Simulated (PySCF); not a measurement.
## Stationary points of PH₃⁻

Computed with PBE0/[P def2-TZVPD, H def2-TZVPD], no relativity, density fitting, PySCF.

Relaxations began from a few typed shapes; open shells are unrestricted. The search is not exhaustive: other isomers or separated fragments can lie lower, and high-lying points may rest on an excited occupation.

```tsv
spin	group	bonds	angles	imaginary modes (cm⁻¹)	ΔE (kJ/mol)	ΔE with ZPE (kJ/mol)
doublet	C3v	P–H 1.438 Å (×3)	H–P–H 93.2° (×3)	none	0.0	0.0
doublet	C2v	P–H 1.416 Å, P–H 1.551 Å (×2)	H–P–H 93.9° (×2), H–P–H 172.3°	912i	65.8	–
doublet	D3h	P–H 1.479 Å (×3)	H–P–H 120.0° (×3)	857i, 590i, 590i	107.3	–
```

The lowest minimum found is the doublet C3v: P–H 1.438 Å (×3); H–P–H 93.2° (×3).

For the lowest minimum: the highest occupied level lies above zero, a sign of self-interaction error or too small a basis; response properties are unreliable. The lowest empty level of this anion is unbound, so it and the gap depend on the basis.
